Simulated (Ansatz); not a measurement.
# CH4BO (SMILES [BH]OC) at UMP2/def2-TZVP

What is the energy change on altering one bond length of CH4BO at UMP2/def2-TZVP? 

The calculation is run with Ansatz 0.2.0.

34 further runs of the same task are left out: 34 set aside as unsound or not needed.

### Step 1. The structure to begin with

The species is CH4BO (7 atoms), meant as a doublet with charge 0. SMILES: `[BH]OC`. Geometry: relaxed at PBE0-D4/def2-TZVP. This is one conformer, not always the lowest.

Bond lengths: B1–O2 1.320 Å, O2–C3 1.426 Å, B1–H4 1.207 Å, C3–H5 1.093 Å, C3–H6 1.090 Å, C3–H7 1.090 Å. Angles: B1–O2–C3 124.1°, O2–B1–H4 124.7°, O2–C3–H5 110.9°, O2–C3–H6 108.4°, O2–C3–H7 108.4°, H5–C3–H6 109.9°, H5–C3–H7 109.9°, H6–C3–H7 109.2°.

### Step 2. The energy at UMP2/def2-TZVP

File job.yaml:

```yaml
crystal:
  periodic: [false, false, false]
  atoms:
    - {symbol: B, position_ang: [-1.319600, -1.025700, -0.172900]}
    - {symbol: O, position_ang: [-0.272400, -0.707100, 0.564500]}
    - {symbol: C, position_ang: [0.642200, 0.338600, 0.243900]}
    - {symbol: H, position_ang: [-1.628500, -0.474200, -1.201600]}
    - {symbol: H, position_ang: [0.357800, 0.834000, -0.687600]}
    - {symbol: H, position_ang: [0.643000, 1.059300, 1.062300]}
    - {symbol: H, position_ang: [1.638900, -0.092800, 0.145600]}
basis:
  gaussian:
    orbitals: def2-TZVP
correlation:
  method: mp2
  frozen_orbitals: {B: 1, C: 1, H: 0, O: 1}
accuracy: high
magnetization:
  spin_polarized: true
  initial_magnetization: 1
total_charge: 0
```

Command:

```console
ansatz run job.yaml --threads 1 --pin off --max-ram 3480MiB --events-out events.jsonl --progress --plain --runs-dir runs
```

What it wrote:

```text
Warning: RAYON_NUM_THREADS=1 ignored (pool sized by the plan → 1); use --threads N
Functional definition: HF
  name "HF"
  exchange = exact_x
  correlation = 0
2137 factors; integrals over basis functions are off by at most 3.8e-9 eV
mean field evaluation 1: about -3800.3591 eV, gradient 2.2e1 eV
mean field evaluation 2: about -3800.3616 eV, gradient 2.2e1 eV
mean field evaluation 4: about -3803.0689 eV, gradient 3.3e0 eV
mean field evaluation 8: about -3803.1911 eV, gradient 2.4e-1 eV
mean field -3803.19253267 eV, -139.7647476790 hartree, gradient 2.6e-8 eV, S^2 0.754431; 0 other end points of the search recorded, 0 dependent functions left out
3 core orbitals not correlated: weight in the atoms' cores, before any rotation towards them, 1.000 or more for the frozen orbitals, at most 0.000 for the correlated occupied ones
reference -3803.19253267 eV, -139.7647476790 hartree; 9, 8 occupied and 105, 106 virtual orbitals, 2137 factors
second order -12.97666954 eV of doubles, -0.00000000 eV of singles
Total energy: -3816.16920221 eV, -140.2416314888 hartree
```

It took 5.4 s on 1 thread of Arm Neoverse V1, shared host; peak memory 0.32 GiB.

### Step 3. The distorted shape

File in.yaml:

```yaml
crystal:
  periodic: [false, false, false]
  atoms:
    - symbol: B
      position_ang: [-1.469133, -0.960978, -0.158152]
    - symbol: O
      position_ang: [-0.421933, -0.642378, 0.579248]
    - symbol: C
      position_ang: [0.492667, 0.403322, 0.258648]
    - symbol: H
      position_ang: [-1.778033, -0.409478, -1.186852]
    - symbol: H
      position_ang: [0.208267, 0.898722, -0.672852]
    - symbol: H
      position_ang: [0.493467, 1.124022, 1.077048]
    - symbol: H
      position_ang: [1.638900, -0.092800, 0.145600]
basis:
  gaussian:
    orbitals: def2-TZVP
magnetization:
  spin_polarized: true
  initial_magnetization: 1
correlation:
  method: mp2
  frozen_orbitals: {B: 1, C: 1, H: 0, O: 1}
accuracy: high
```

Command:

```console
ansatz run in.yaml --threads 1 --pin off --max-ram 3480MiB --events-out events.jsonl --progress --plain --runs-dir runs
```

What it wrote:

```text
Warning: RAYON_NUM_THREADS=1 ignored (pool sized by the plan → 1); use --threads N
Functional definition: HF
  name "HF"
  exchange = exact_x
  correlation = 0
2147 factors; integrals over basis functions are off by at most 3.8e-9 eV
mean field evaluation 1: about -3799.9888 eV, gradient 2.2e1 eV
mean field evaluation 2: about -3799.9914 eV, gradient 2.2e1 eV
mean field evaluation 4: about -3802.6687 eV, gradient 3.2e0 eV
mean field evaluation 8: about -3802.7909 eV, gradient 2.3e-1 eV
mean field -3802.79231582 eV, -139.7500399811 hartree, gradient 2.5e-8 eV, S^2 0.754435; 0 other end points of the search recorded, 0 dependent functions left out
3 core orbitals not correlated: weight in the atoms' cores, before any rotation towards them, 1.000 or more for the frozen orbitals, at most 0.000 for the correlated occupied ones
reference -3802.79231582 eV, -139.7500399811 hartree; 9, 8 occupied and 105, 106 virtual orbitals, 2147 factors
second order -13.02758631 eV of doubles, -0.00000000 eV of singles
Total energy: -3815.81990213 eV, -140.2287949477 hartree
```

Run time: 5.4 s. Hardware: 1 thread of Arm Neoverse V1, shared host; peak memory 0.32 GiB.

### Step 4. Outcome

At UMP2/def2-TZVP, 3 core orbitals frozen:

| quantity | value |
| --- | --- |
| first shape: total energy | -140.24163 Eh |
| first shape: correlation energy (3 core orbitals frozen) | -476.9 mEh |
| first shape: ⟨S²⟩ of the reference determinant | 0.754 |
| distorted shape: total energy | -140.22879 Eh |
| distorted shape: correlation energy (3 core orbitals frozen) | -478.8 mEh |
| distorted shape: ⟨S²⟩ of the reference determinant | 0.754 |
| energy change with the C3–H7 bond stretched from 1.090 to 1.254 Å | 0.349 eV |

What this shows: With the C3–H7 bond stretched from 1.090 to 1.254 Å the energy rises by 0.35 eV (33.7 kJ/mol). The first shape isn't relaxed at this level, so the change isn't measured from a minimum.
